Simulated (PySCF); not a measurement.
Cartesian coordinates (Å):
SMILES: C#N
```xyz
3

C     -0.0265     0.0004     0.0000
N      1.1196    -0.0161     0.0000
H     -1.0931     0.0157     0.0000
```
Charge 0, spin multiplicity 1.

Question: What total energy, HOMO–LUMO gap, LUMO, HOMO and dipole moment does PBE-D3(BJ)/def2-TZVP // B3LYP-D3(BJ)/def2-TZVP in PySCF give?

Answer: 
```yaml
total_energy: -2540.12 eV
HOMO–LUMO gap: 8.18 eV
LUMO: -0.86 eV
HOMO: -9.04 eV
dipole_moment: 2.93 D
```
